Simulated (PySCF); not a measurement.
# Continuum solvent and chemical shifts

Geometry (Å), atoms numbered from 1 in this order:
```xyz
14

O     2.056    2.151   -0.207
C     1.475    1.099   -0.103
N     2.122   -0.165    0.013
C     1.234   -1.205    0.113
C    -0.035   -0.706    0.072
C    -1.450   -1.081    0.114
O    -2.033   -2.133    0.218
N    -2.097    0.183   -0.002
C    -1.209    1.223   -0.102
C     0.060    0.724   -0.061
H     3.130   -0.247    0.016
H     1.579   -2.235    0.206
H    -3.105    0.265   -0.006
H    -1.554    2.253   -0.195
```

GIAO PBE0/pcSseg-1 in PySCF on one PBE0-D3(BJ)/def2-SVP conformer, non-relativistic, equivalent nuclei averaged. Solvents enter as an IEF-PCM continuum (chloroform with ε = 4.7, methanol with ε = 32.6) around the gas-phase geometry. Shifts are referred to TMS computed in the same medium.

Gas phase, δ in ppm: C2/C6 162.1, C4/C9 135.8, C5/C10 112.5, H12/H14 7.09, H11/H13 6.01. Dipole moment 0.01 D.

Problem. How does each δ change in the continuum?

Solution. 
```json
{"atoms": "C2/C6", "environment": "amide carbonyl carbon", "Δδ, chloroform": "+2.8", "Δδ, methanol": "+3.8"}
{"atoms": "C4/C9", "environment": "alkene carbon bearing nitrogen", "Δδ, chloroform": "+4.9", "Δδ, methanol": "+6.8"}
{"atoms": "C5/C10", "environment": "β carbon of an enol-ether or enamine type C=C", "Δδ, chloroform": "-0.3", "Δδ, methanol": "-0.4"}
{"atoms": "H12/H14", "environment": "hydrogen on an alkene carbon bearing nitrogen", "Δδ, chloroform": "+0.33", "Δδ, methanol": "+0.46"}
{"atoms": "H11/H13", "environment": "hydrogen on an amide-type nitrogen", "Δδ, chloroform": "+0.68", "Δδ, methanol": "+0.93"}
```

Changes are relative to the gas phase.

Problem. Which nuclei move most (in ppm), and what does the model miss?

Solution. C4/C9 (alkene carbon bearing nitrogen, +6.8 ppm) in methanol. A continuum only polarises the solute; specific hydrogen bonds, the anisotropy of aromatic solvents and changes of geometry or conformer are outside it.
